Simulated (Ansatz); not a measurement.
P3. Total charge 0; quartet. Geometry PBE0-D4/def2-TZVP; atoms count from 1.

Cartesian coordinates in Å:
```
P 1.070 -0.011 -0.467
P -0.668 -1.107 -0.047
P -0.401 1.117 0.514
```

At PBE0-D4/def2-TZVP a doublet of charge 0 lies 2.06 eV below the quartet, each at its own geometry. The structure comes from a short search, and lower isomers may exist.

(1) Estimate the Mulliken populations from the PBE0/def2-TZVP orbitals of Ansatz.

(2) Where does the spin sit?

(3) And the Mayer bond orders between heavy atoms (over 0.3)?

Results:

(1) 
```tsv
atom	charge (e)	spin (α − β)
P1	-0.04	0.88
P2	0.02	1.06
P3	0.02	1.06
```
Mulliken values depend strongly on the basis.

(2) Summed by element: P 3.00, of 3 unpaired in all. Largest on single atoms: P2 1.06, P3 1.06, P1 0.88.

(3) P1–P2 1.38 (2.10 Å); P1–P3 1.38 (2.10 Å); P2–P3 0.97 (2.31 Å).
